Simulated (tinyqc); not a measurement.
Inside a calculation. Method: CIS and TDHF on RHF in the sto-3g basis, frozen core, for H2O, spin multiplicity 1. One step of it, computed by the program tinyqc.

Problem. Integrals over molecular orbitals. (pq|rs) = sum C_ip C_jq C_kr C_ls (ij|kl), one index at a time.

coefficients C:
```
              MO1        MO2        MO3        MO4       MO5        MO6        MO7
1O 1s    0.994189  -0.233477   0.000000   0.103628  0.000000  -0.127991   0.000000
1O 2s    0.026064   0.841165   0.000000  -0.537147  0.000000   0.840307   0.000000
1O 2px   0.000000   0.000000   0.000000   0.000000  1.000000   0.000000   0.000000
1O 2py   0.000000   0.000000   0.609959   0.000000  0.000000   0.000000   0.970123
1O 2pz   0.004212   0.124618   0.000000   0.763329  0.000000   0.755479   0.000000
2H 1s   -0.005704   0.156632   0.447861   0.289571  0.000000  -0.778090  -0.821168
3H 1s   -0.005704   0.156632  -0.447861   0.289571  0.000000  -0.778090   0.821168
```

core Hamiltonian H = T + V (hartree):
```
             1O 1s      1O 2s     1O 2px     1O 2py     1O 2pz      2H 1s      3H 1s
1O 1s   -32.695701  -7.606836   0.000000   0.000000  -0.018704  -1.657975  -1.657975
1O 2s    -7.606836  -9.311819   0.000000   0.000000  -0.221743  -3.602024  -3.602024
1O 2px    0.000000   0.000000  -7.438836   0.000000   0.000000   0.000000   0.000000
1O 2py    0.000000   0.000000   0.000000  -7.581689   0.000000  -1.938187   1.938187
1O 2pz   -0.018704  -0.221743   0.000000   0.000000  -7.533294  -1.648294  -1.648294
2H 1s    -1.657975  -3.602024   0.000000  -1.938187  -1.648294  -4.991292  -1.565252
3H 1s    -1.657975  -3.602024   0.000000   1.938187  -1.648294  -1.565252  -4.991292
```

Two-electron integrals (ij|kl) in chemists' order, unique and non-zero (hartree):
```
(11|11) 4.785065    (21|11) 0.741380    (21|21) 0.136873    (22|11) 1.118947
(22|21) 0.256633    (22|22) 0.817206    (31|31) 0.024477    (32|31) 0.037809
(32|32) 0.180518    (33|11) 1.115814    (33|21) 0.256684    (33|22) 0.817023
(33|33) 0.880159    (41|41) 0.024477    (42|41) 0.037809    (42|42) 0.180518
(43|43) 0.047444    (44|11) 1.115814    (44|21) 0.256684    (44|22) 0.817023
(44|33) 0.785270    (44|44) 0.880159    (51|51) 0.024477    (52|51) 0.037809
(52|52) 0.180518    (53|53) 0.047444    (54|54) 0.047444    (55|11) 1.115814
(55|21) 0.256684    (55|22) 0.817023    (55|33) 0.785270    (55|44) 0.785270
(55|55) 0.880159    (61|11) 0.162799    (61|21) 0.029795    (61|22) 0.055480
(61|33) 0.055374    (61|41) 0.001065    (61|42) 0.001991    (61|44) 0.055570
(61|51) 0.000866    (61|52) 0.001619    (61|54) 0.000159    (61|55) 0.055503
(61|61) 0.006570    (62|11) 0.388317    (62|21) 0.090143    (62|22) 0.316905
(62|33) 0.311587    (62|41) 0.005240    (62|42) 0.039702    (62|44) 0.321011
(62|51) 0.004261    (62|52) 0.032284    (62|54) 0.007663    (62|55) 0.317819
(62|61) 0.019992    (62|62) 0.150999    (63|31) 0.009525    (63|32) 0.055110
(63|43) 0.008290    (63|53) 0.006741    (63|63) 0.021750    (64|11) 0.214384
(64|21) 0.050420    (64|22) 0.189300    (64|33) 0.180672    (64|41) 0.012099
(64|42) 0.077629    (64|44) 0.202726    (64|51) 0.002093    (64|52) 0.018311
(64|54) 0.011192    (64|55) 0.184291    (64|61) 0.011686    (64|62) 0.109558
(64|64) 0.100340    (65|11) 0.174328    (65|21) 0.040999    (65|22) 0.153930
(65|33) 0.146915    (65|41) 0.002093    (65|42) 0.018311    (65|44) 0.151365
(65|51) 0.011227    (65|52) 0.070000    (65|54) 0.011909    (65|55) 0.163340
(65|61) 0.009503    (65|62) 0.089088    (65|64) 0.063906    (65|65) 0.073716
(66|11) 0.521559    (66|21) 0.123044    (66|22) 0.495301    (66|33) 0.475175
(66|41) 0.009430    (66|42) 0.097854    (66|44) 0.511154    (66|51) 0.007668
(66|52) 0.079570    (66|54) 0.029257    (66|55) 0.498965    (66|61) 0.027546
(66|62) 0.294429    (66|64) 0.243967    (66|65) 0.198384    (66|66) 0.774606
(71|11) 0.162799    (71|21) 0.029795    (71|22) 0.055480    (71|33) 0.055374
(71|41) -0.001065   (71|42) -0.001991   (71|44) 0.055570    (71|51) 0.000866
(71|52) 0.001619    (71|54) -0.000159   (71|55) 0.055503    (71|61) 0.006472
(71|62) 0.019384    (71|64) 0.010334    (71|65) 0.009220    (71|66) 0.026405
(71|71) 0.006570    (72|11) 0.388317    (72|21) 0.090143    (72|22) 0.316905
(72|33) 0.311587    (72|41) -0.005240   (72|42) -0.039702   (72|44) 0.321011
(72|51) 0.004261    (72|52) 0.032284    (72|54) -0.007663   (72|55) 0.317819
(72|61) 0.019384    (72|62) 0.123737    (72|64) 0.061657    (72|65) 0.071049
(72|66) 0.199653    (72|71) 0.019992    (72|72) 0.150999    (73|31) 0.009525
(73|32) 0.055110    (73|43) -0.008290   (73|53) 0.006741    (73|63) 0.017277
(73|73) 0.021750    (74|11) -0.214384   (74|21) -0.050420   (74|22) -0.189300
(74|33) -0.180672   (74|41) 0.012099    (74|42) 0.077629    (74|44) -0.202726
(74|51) -0.002093   (74|52) -0.018311   (74|54) 0.011192    (74|55) -0.184291
(74|61) -0.010334   (74|62) -0.061657   (74|64) -0.013881   (74|65) -0.034586
(74|66) -0.087465   (74|71) -0.011686   (74|72) -0.109558   (74|74) 0.100340
(75|11) 0.174328    (75|21) 0.040999    (75|22) 0.153930    (75|33) 0.146915
(75|41) -0.002093   (75|42) -0.018311   (75|44) 0.151365    (75|51) 0.011227
(75|52) 0.070000    (75|54) -0.011909   (75|55) 0.163340    (75|61) 0.009220
(75|62) 0.071049    (75|64) 0.034586    (75|65) 0.057451    (75|66) 0.125806
(75|71) 0.009503    (75|72) 0.089088    (75|74) -0.063906   (75|75) 0.073716
(76|11) 0.155835    (76|21) 0.036510    (76|22) 0.139195    (76|33) 0.135897
(76|44) 0.138530    (76|51) 0.002714    (76|52) 0.024373    (76|55) 0.143007
(76|61) 0.008020    (76|62) 0.065995    (76|64) 0.041240    (76|65) 0.043766
(76|66) 0.133029    (76|71) 0.008020    (76|72) 0.065995    (76|74) -0.041240
(76|75) 0.043766    (76|76) 0.035182    (77|11) 0.521559    (77|21) 0.123044
(77|22) 0.495301    (77|33) 0.475175    (77|41) -0.009430   (77|42) -0.097854
(77|44) 0.511154    (77|51) 0.007668    (77|52) 0.079570    (77|54) -0.029257
(77|55) 0.498965    (77|61) 0.026405    (77|62) 0.199653    (77|64) 0.087465
(77|65) 0.125806    (77|66) 0.341703    (77|71) 0.027546    (77|72) 0.294429
(77|74) -0.243967   (77|75) 0.198384    (77|76) 0.133029    (77|77) 0.774606
```

Give: one-electron integrals over orbitals h = C^T H C; Two-electron integrals over orbitals.

Solution.

one-electron integrals over orbitals h = C^T H C (hartree):
```
          1        2        3        4        5        6        7
1  -32.6782   0.5585   0.0000  -0.2359   0.0000   0.2939   0.0000
2    0.5585  -7.6517   0.0000   0.4542   0.0000  -1.3587   0.0000
3    0.0000   0.0000  -6.3130   0.0000   0.0000   0.0000  -1.7090
4   -0.2359   0.4542   0.0000  -6.9164   0.0000  -1.1271   0.0000
5    0.0000   0.0000   0.0000   0.0000  -7.4388   0.0000   0.0000
6    0.2939  -1.3587   0.0000  -1.1271   0.0000  -5.3554   0.0000
7    0.0000   0.0000  -1.7090   0.0000   0.0000   0.0000  -5.5798
```

Two-electron integrals over orbitals (pq|rs), unique and non-zero (hartree); the lowest 1 orbital is frozen and left out:
```
(22|22) 0.7273      (32|32) 0.1422      (33|22) 0.6418      (33|33) 0.6279
(42|22) -4.15e-05   (42|33) 0.0063      (42|42) 0.1249      (43|32) 0.0209
(43|43) 0.0488      (44|22) 0.6719      (44|33) 0.5935      (44|42) -0.1032
(44|44) 0.7673      (52|52) 0.1450      (53|53) 0.0285      (54|52) -0.0474
(54|54) 0.0551      (55|22) 0.7479      (55|33) 0.6257      (55|42) -0.0721
(55|44) 0.7219      (55|55) 0.8802      (62|22) 0.1421      (62|33) 0.0757
(62|42) 0.0219      (62|44) 0.0826      (62|55) 0.1562      (62|62) 0.1013
(63|32) -0.0379     (63|43) -0.0297     (63|63) 0.0698      (64|22) 0.0997
(64|33) 0.0447      (64|42) -0.0374     (64|44) 0.1253      (64|55) 0.1227
(64|62) 0.0605      (64|64) 0.0746      (65|52) 0.0575      (65|54) -0.0006
(65|65) 0.0379      (66|22) 0.6139      (66|33) 0.5697      (66|42) 0.0564
(66|44) 0.5504      (66|55) 0.5898      (66|62) 0.0980      (66|64) 0.0460
(66|66) 0.5979      (72|32) 0.0419      (72|43) -0.0345     (72|63) 0.0348
(72|72) 0.0626      (73|22) 0.1404      (73|33) 0.0898      (73|42) -0.0784
(73|44) 0.1557      (73|55) 0.1911      (73|62) 0.0753      (73|64) 0.0835
(73|66) 0.0391      (73|73) 0.1543      (74|32) -0.0776     (74|43) -4.60e-04
(74|63) 0.0457      (74|72) -0.0164     (74|74) 0.0703      (75|53) 0.0237
(75|75) 0.0243      (76|32) 0.0958      (76|43) 0.0500      (76|63) -0.0629
(76|72) -0.0099     (76|74) -0.0587     (76|76) 0.1137      (77|22) 0.6210
(77|33) 0.6065      (77|42) -0.0137     (77|44) 0.6021      (77|55) 0.6209
(77|62) 0.0675      (77|64) 0.0425      (77|66) 0.5652      (77|73) 0.0910
(77|77) 0.6149
```
